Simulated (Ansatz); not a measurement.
`C=C(F)C(F)F` + H₂ → `C=C(F)CF` + H–F at 298.15 K and 1 bar (hydrogenolysis of a C–F bond).

Calculated with Ansatz (gas phase, PBE0-D4/def2-TZVP geometries, no zero-point term in ΔE). CCSD(T)/CBS is the MP2 limit (def2-TZVPP, def2-QZVPP) plus CCSD(T) − MP2 in def2-TZVPP, frozen cores. This one scheme is used for every species. One conformer a species, not always the lowest.

```json
{"species": "`C=C(F)C(F)F`", "CCSD(T)/CBS energy (Eh)": "-415.29924", "H − E (kJ/mol)": "169.7", "S (J/(mol·K))": "321.0"}
{"species": "H₂", "CCSD(T)/CBS energy (Eh)": "-1.17544", "H − E (kJ/mol)": "35.1", "S (J/(mol·K))": "130.4"}
{"species": "`C=C(F)CF`", "CCSD(T)/CBS energy (Eh)": "-316.10894", "H − E (kJ/mol)": "187.7", "S (J/(mol·K))": "303.3"}
{"species": "H–F", "CCSD(T)/CBS energy (Eh)": "-100.39570", "H − E (kJ/mol)": "33.5", "S (J/(mol·K))": "173.6"}
```

H − E and S are ideal-gas, rigid-rotor, harmonic terms from PBE0-D4/def2-TZVP, for one conformer and one mirror image of each species. The MP2-based limit puts H₂ 0.8 mEh under its directly extrapolated value; such offsets cancel only in part. 1 Eh = 2625.50 kJ/mol, R = 8.31446 J/(mol·K).

Q: By hand: ΔE, ΔH, ΔS and ΔG.

A: ΔE = (-316.10894) + (-100.39570) − (-415.29924) − (-1.17544) = -0.02996 Eh = -78.7 kJ/mol. Δ(H − E) = 187.7 + 33.5 − 169.7 − 35.1 = 16.4, so ΔH = -62.3 kJ/mol. ΔS = 303.3 + 173.6 − 321.0 − 130.4 = 25.5 J/(mol·K). ΔG = -62.3 − 298.15 × (25.5)/1000 = -69.9 kJ/mol.

Q: By hand: the equilibrium constant, and the temperature at which ΔG would vanish if ΔH and ΔS stayed fixed.

A: log₁₀ K = −ΔG/(RT ln 10) = 12.2. ΔH and −TΔS have one sign here, so there is no such temperature.

ΔH outweighs TΔS. A doubt of 5 kJ/mol in ΔE shifts log₁₀ K by 0.9 here. Other conformers and mirror images would add mixing entropy, several J/(mol·K) or more a flexible species. These are equilibria of isolated gas molecules and say nothing of rates. Largest T1 diagnostic: 0.012 (customary marks: 0.02 for closed shells, 0.045 for open ones).
